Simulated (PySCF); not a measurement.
CH5N, SMILES NC (connectivity only; charge and spin as stated), charge +1, multiplicity 2.

Geometry: r2SCAN-D4/def2-TZVP. The multiplicity is an assumed one; other spin states were not compared.

Method: r2SCAN-D4/def2-TZVP (PySCF).

No scaling factor is applied to the harmonic values.

Computed normal modes with their intensities:
```json
[
 {"mode": "1", "ν (cm⁻¹)": "80", "IR (km/mol)": "7.5", "moving atoms (share of kinetic energy)": "H 99 %"},
 {"mode": "2", "ν (cm⁻¹)": "717", "IR (km/mol)": "154.3", "moving atoms (share of kinetic energy)": "H 88 %, N 12 %"},
 {"mode": "3", "ν (cm⁻¹)": "911", "IR (km/mol)": "16.2", "moving atoms (share of kinetic energy)": "H 96 %"},
 {"mode": "4", "ν (cm⁻¹)": "1000", "IR (km/mol)": "10.6", "moving atoms (share of kinetic energy)": "H 62 %, C 23 %, N 15 %"},
 {"mode": "5", "ν (cm⁻¹)": "1081", "IR (km/mol)": "30.5", "moving atoms (share of kinetic energy)": "C 45 %, N 32 %, H 23 %"},
 {"mode": "6", "ν (cm⁻¹)": "1234", "IR (km/mol)": "4.3", "moving atoms (share of kinetic energy)": "H 69 %, C 21 %, N 10 %"},
 {"mode": "7", "ν (cm⁻¹)": "1325", "IR (km/mol)": "75.4", "moving atoms (share of kinetic energy)": "H 93 %"},
 {"mode": "8", "ν (cm⁻¹)": "1409", "IR (km/mol)": "27.2", "moving atoms (share of kinetic energy)": "H 96 %"},
 {"mode": "9", "ν (cm⁻¹)": "1472", "IR (km/mol)": "14.4", "moving atoms (share of kinetic energy)": "H 89 %, C 10 %"},
 {"mode": "10", "ν (cm⁻¹)": "1625", "IR (km/mol)": "36.4", "moving atoms (share of kinetic energy)": "H 88 %, N 11 %"},
 {"mode": "11", "ν (cm⁻¹)": "2847", "IR (km/mol)": "96.2", "moving atoms (share of kinetic energy)": "H 95 %"},
 {"mode": "12", "ν (cm⁻¹)": "3074", "IR (km/mol)": "13.6", "moving atoms (share of kinetic energy)": "H 95 %"},
 {"mode": "13", "ν (cm⁻¹)": "3160", "IR (km/mol)": "12.9", "moving atoms (share of kinetic energy)": "H 90 %, C 10 %"},
 {"mode": "14", "ν (cm⁻¹)": "3441", "IR (km/mol)": "101.8", "moving atoms (share of kinetic energy)": "H 96 %"},
 {"mode": "15", "ν (cm⁻¹)": "3550", "IR (km/mol)": "167.6", "moving atoms (share of kinetic energy)": "H 90 %, N 10 %"}
]
```
